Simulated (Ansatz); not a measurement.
# NaHS: small, medium and large basis sets

The task here is to estimate one member of a computed series from the others.

Method: one geometry, several basis sets; program: Ansatz 0.2.0, Gaussian basis.

The runs, in order: PBE0-D4/def2-SVP; ωB97M-V/def2-SVP; PBE0-D4/def2-QZVPP; ωB97M-V/def2-QZVPP; the functionals' def2-TZVPP values are taken from earlier runs.

## The geometry

The geometry comes from an earlier relaxation with PBE0-D4 in a triple-zeta def2 set; it is a stationary point.

SMILES `[Na][SH]`, 3 atoms, charge 0, spin multiplicity 1.

Atoms are counted from 1 here; the program's logs count them from 0.

Bond lengths: Na1–S2 2.475 Å, S2–H3 1.345 Å. Angles: Na1–S2–H3 93.6°.

Set-up of the first run:

File in.yaml:

```yaml
crystal:
  periodic: [false, false, false]
  atoms:
    - {symbol: Na, position_ang: [1.522830, -0.206726, 0.802697]}
    - {symbol: S, position_ang: [-0.548052, 0.679303, -0.223381]}
    - {symbol: H, position_ang: [-0.985678, -0.537376, -0.592516]}
basis:
  gaussian: {orbitals: def2-SVP}
hamiltonian: {xc: pbe0, dispersion: d4}
output: {orbitals: {seedname: orbitals}}
```

Steps of the session up to this table: PBE0-D4 in def2-SVP; ωB97M-V in def2-SVP; PBE0-D4 in def2-QZVPP; ωB97M-V in def2-QZVPP.

One of the session's tables, all rows but one given; the rest of the session is left out.

It belongs to the step «Density functionals: the series». 

| functional | basis | HOMO (eV) | LUMO (eV) |
| --- | --- | --- | --- |
| PBE0-D4 | def2-SVP | ? | ? |
| PBE0-D4 | def2-TZVPP | -5.22 | -1.66 |
| PBE0-D4 | def2-QZVPP | -5.27 | -1.64 |
| ωB97M-V | def2-SVP | -7.07 | -0.74 |
| ωB97M-V | def2-TZVPP | -7.37 | -0.91 |
| ωB97M-V | def2-QZVPP | -7.44 | -0.97 |

Q: Estimate the row for PBE0-D4, def2-SVP from the others.

The run gave: HOMO (eV): -4.96; LUMO (eV): -1.55. In the column «HOMO (eV)» it is the highest.
